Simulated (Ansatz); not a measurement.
Basis-set extrapolation for HLiO, SMILES `[Li][OH]` (PBE0-D4/def2-TZVP geometry, frozen core, Ansatz 0.2.0). Multiplicity 1, RHF reference. For Li the program correlates outer-core shells too, which these sets cover unevenly, so the extrapolated numbers aren't a true limit.

|  | def2-TZVPP | def2-QZVPP |
| --- | --- | --- |
| HF | -82.953850 | -82.959048 |
| MP2 correlation | -0.299765 | -0.323609 |
| CCSD(T) correlation | -0.313180 | -0.336216 |

Energies in hartree. Use E(X) = E(∞) + A·exp(−7.88·√X) for Hartree–Fock and E(X) = E(∞) + B·X^(−2.97) for correlation, with X = 3 and 4.

Problem. What is the CCSD(T) energy at the basis-set limit?

Solution. HF limit: -82.959048 + (-0.005198) × 0.13774 = -82.95976. Correlation limit: -0.336216 + (-0.023036) × 0.74074 = -0.35328. Total: -83.31304 hartree, 28.9 kcal/mol below CCSD(T)/def2-TZVPP.
